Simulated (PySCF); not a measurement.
**C5H10 (trans-2-pentene): levels of theory compared**

We compute a comparison of 6 runs (BLYP/cc-pVDZ, PBE/cc-pVDZ, SVWN5/cc-pVDZ, TPSS/cc-pVDZ, revPBE/cc-pVDZ, CCSD(T)/cc-pVDZ) of C5H10 (trans-2-pentene). The job is set up through a Python script.

Program for the calculation: PySCF 2.14.0.

### Step 1. The structure to begin with

C5H10: 15 atoms, total charge 0, spin state singlet. SMILES: `C/C=C/CC`. One bond was lengthened or shortened from a relaxed shape.

Bond lengths: C1–C2 1.717 Å, C2–C3 1.322 Å, C3–C4 1.496 Å, C4–C5 1.528 Å, C1–H6 1.087 Å, C1–H7 1.090 Å, C1–H8 1.090 Å, C2–H9 1.083 Å, C3–H10 1.083 Å, C4–H11 1.095 Å, C4–H12 1.092 Å, C5–H13 1.088 Å, C5–H14 1.088 Å, C5–H15 1.088 Å. Some angles: C1–C2–C3 124.8°, C2–C3–C4 124.9°, C3–C4–C5 111.4°, C1–C2–H9 115.2°, C3–C2–H9 119.9°, C2–C1–H6 111.1°, C2–C1–H7 110.3°, C2–C1–H8 110.2°, C2–C3–H10 119.9°, C4–C3–H10 115.2°.

### Step 2. The energy at BLYP/cc-pVDZ (run 1)

calc.py reads:

```python
from pyscf import gto, dft

mol = gto.M(
    atom=[
    ('C', (-1.006282, -2.265171, 1.247986)),
    ('C', (0.077310, -1.209260, 0.436640)),
    ('C', (-0.283860, -0.142680, -0.256070)),
    ('C', (0.658780, 0.777810, -0.965040)),
    ('C', (0.473880, 2.224120, -0.507350)),
    ('H', (-2.032792, -1.918791, 1.155036)),
    ('H', (-0.750922, -2.329471, 2.305276)),
    ('H', (-0.936402, -3.269791, 0.830776)),
    ('H', (1.125030, -1.474000, 0.513930)),
    ('H', (-1.331430, 0.121850, -0.332380)),
    ('H', (0.471460, 0.721100, -2.042530)),
    ('H', (1.688570, 0.462270, -0.786070)),
    ('H', (-0.542910, 2.558680, -0.702370)),
    ('H', (1.160350, 2.882590, -1.035130)),
    ('H', (0.663780, 2.309750, 0.560680)),
],
    max_memory=1860,
    basis='cc-pvdz',
    verbose=3,
)

mf = dft.RKS(mol, xc='blyp')
mf.conv_tol = 1e-10
mf.grids.level = 5
mf.kernel()
if not mf.converged:
    mf = mf.newton().run(mf.mo_coeff, mf.mo_occ)

energy = mf.e_tot
print('Final energy', energy)
```

The run is started by

```sh
$ OMP_NUM_THREADS=1 python calc.py
```

Log:

```text
converged SCF energy = -196.390770739755
Final energy -196.39077073975525
```

Wall time 43 s (1 thread of Intel Xeon at 2.70GHz, shared host); peak memory 0.68 GiB.

### Step 3. A single-point energy at PBE/cc-pVDZ (run 2)

run.py reads:

```python
from pyscf import gto, dft

mol = gto.Mole()
mol.atom = [
    ('C', (-1.006282, -2.265171, 1.247986)),
    ('C', (0.077310, -1.209260, 0.436640)),
    ('C', (-0.283860, -0.142680, -0.256070)),
    ('C', (0.658780, 0.777810, -0.965040)),
    ('C', (0.473880, 2.224120, -0.507350)),
    ('H', (-2.032792, -1.918791, 1.155036)),
    ('H', (-0.750922, -2.329471, 2.305276)),
    ('H', (-0.936402, -3.269791, 0.830776)),
    ('H', (1.125030, -1.474000, 0.513930)),
    ('H', (-1.331430, 0.121850, -0.332380)),
    ('H', (0.471460, 0.721100, -2.042530)),
    ('H', (1.688570, 0.462270, -0.786070)),
    ('H', (-0.542910, 2.558680, -0.702370)),
    ('H', (1.160350, 2.882590, -1.035130)),
    ('H', (0.663780, 2.309750, 0.560680)),
]
mol.max_memory = 1860
mol.spin = 0
mol.verbose = 3
mol.charge = 0
mol.basis = 'cc-pvdz'
mol.build()

mf = dft.RKS(mol)
mf.xc = 'pbe'
mf.conv_tol = 1e-10
mf.grids.level = 5
mf.kernel()
if not mf.converged:
    mf = mf.newton().run(mf.mo_coeff, mf.mo_occ)

etot = mf.e_tot
print('Final energy', etot)
```

The run is started by

```sh
$ OMP_NUM_THREADS=1 python run.py
```

Log:

```text
converged SCF energy = -196.234971515212
Final energy -196.2349715152117
```

Run time: 68 s. Hardware: 1 thread of Intel Xeon at 2.70GHz, shared host; peak memory 0.68 GiB.

Runs 3 to 4 aren't shown in full; the table further down has their settings and results.

### Step 4. The energy at revPBE/cc-pVDZ (run 5)

input.py reads:

```python
from pyscf import gto, dft

molecule = gto.M(
    atom='''
C       -1.006282      -2.265171       1.247986
C        0.077310      -1.209260       0.436640
C       -0.283860      -0.142680      -0.256070
C        0.658780       0.777810      -0.965040
C        0.473880       2.224120      -0.507350
H       -2.032792      -1.918791       1.155036
H       -0.750922      -2.329471       2.305276
H       -0.936402      -3.269791       0.830776
H        1.125030      -1.474000       0.513930
H       -1.331430       0.121850      -0.332380
H        0.471460       0.721100      -2.042530
H        1.688570       0.462270      -0.786070
H       -0.542910       2.558680      -0.702370
H        1.160350       2.882590      -1.035130
H        0.663780       2.309750       0.560680
''',
    verbose=4,
    basis='cc-pvdz',
    max_memory=1860,
    spin=0,
)

calc0 = dft.RKS(molecule)
calc0.xc = 'revpbe'
calc0.conv_tol = 1e-10
calc0.grids.level = 5
calc0.kernel()
if not calc0.converged:
    calc0 = calc0.newton().run(calc0.mo_coeff, calc0.mo_occ)

e_tot = calc0.e_tot
print('E = %.10f Eh' % e_tot)
```

The run is started by

```sh
$ OMP_NUM_THREADS=1 python input.py
```

Log:

```text
PySCF version 2.14.0

[... 87 lines left out ...]
converged SCF energy = -196.461944829665
E = -196.4619448297 Eh
```

It took 45 s on 1 thread of Intel Xeon at 2.70GHz, shared host; peak memory 0.68 GiB.

### Step 5. The energy at CCSD(T)/cc-pVDZ (run 6)

input.xyz reads:

```xyz
15
C5H10
C     -1.006282    -2.265171     1.247986
C      0.077310    -1.209260     0.436640
C     -0.283860    -0.142680    -0.256070
C      0.658780     0.777810    -0.965040
C      0.473880     2.224120    -0.507350
H     -2.032792    -1.918791     1.155036
H     -0.750922    -2.329471     2.305276
H     -0.936402    -3.269791     0.830776
H      1.125030    -1.474000     0.513930
H     -1.331430     0.121850    -0.332380
H      0.471460     0.721100    -2.042530
H      1.688570     0.462270    -0.786070
H     -0.542910     2.558680    -0.702370
H      1.160350     2.882590    -1.035130
H      0.663780     2.309750     0.560680
```

job.py reads:

```python
from pyscf import gto, cc

molecule = gto.M(
    atom='input.xyz',
    basis='cc-pvdz',
    max_memory=1860,
    verbose=4,
)

mf = molecule.RHF()
mf.conv_tol = 1e-10
mf.kernel()
if not mf.converged:
    mf = mf.newton().run(mf.mo_coeff, mf.mo_occ)

mycc = cc.CCSD(mf, frozen=5)
mycc.kernel()
e_t = mycc.ccsd_t()
e_final = mycc.e_tot + e_t
print('E(%s) = %.9f' % ('CCSD(T)', e_final))
```

The run is started by

```sh
$ OMP_NUM_THREADS=1 python job.py
```

Log:

```text
PySCF version 2.14.0

[... 71 lines left out ...]
converged SCF energy = -195.141066918948
[... 12 lines left out ...]
Init t2, MP2 energy = -195.845513051922  E_corr(MP2) -0.704446132974114
[... 11 lines left out ...]
CCSD converged
[... 2 lines left out ...]
E(CCSD(T)) = -195.938673334
```

Run time: 2.8 min. Hardware: 1 thread of Intel Xeon at 2.70GHz, shared host; peak memory 1.8 GiB.

### Step 6. The series

| run | level | integration grid | frozen core orbitals | energy (Eh) | dipole moment (D) of the reference | HOMO energy (eV) | LUMO energy (eV) | wall time |
| --- | --- | --- | --- | --- | --- | --- | --- | --- |
| 1 | BLYP/cc-pVDZ | 5 | – | -196.390771 | 0.14 | -5.66 | 0.05 | 43 s |
| 2 | PBE/cc-pVDZ | 5 | – | -196.234972 | 0.15 | -5.84 | -0.12 | 68 s |
| 3 | SVWN5/cc-pVDZ | 5 | – | -194.630585 | 0.15 | -5.97 | -0.32 | 32 s |
| 4 | TPSS/cc-pVDZ | 5 | – | -196.562562 | 0.14 | -5.87 | 0.09 | 81 s |
| 5 | revPBE/cc-pVDZ | 5 | – | -196.461945 | 0.15 | -5.79 | -0.04 | 45 s |
| 6 | CCSD(T)/cc-pVDZ | – | 5 | -195.938673 | 0.08 | -9.51 | 4.88 | 2.8 min |

### Step 7. What came out

| quantity | value |
| --- | --- |
| run 6: total energy | -195.93867 Eh |
| run 6: dipole moment (Hartree–Fock density) | 0.08 D |
| run 6: HOMO energy (Hartree–Fock orbitals) | -9.51 eV |
| run 6: LUMO energy (Hartree–Fock orbitals) | 4.88 eV |
| run 6: HOMO–LUMO gap (Hartree–Fock orbitals) | 14.39 eV |
| run 6: correlation energy (5 core orbitals frozen) | -797.6 mEh |
| run 6: (T) correction | -25.06 mEh |
| run 6: T1 diagnostic | 0.008 |

In words: Over runs 1, 2, 3, 4, 5 the dipole moment (its size) runs from 0.14 D (BLYP/cc-pVDZ) to 0.15 D (revPBE/cc-pVDZ). Over runs 1, 2, 3, 4, 5 the HOMO–LUMO gap runs from 5.66 eV (SVWN5/cc-pVDZ) to 5.95 eV (TPSS/cc-pVDZ). Totals of different functionals can't be ranked against each other. All runs together took 7.3 min, the longest 2.8 min.
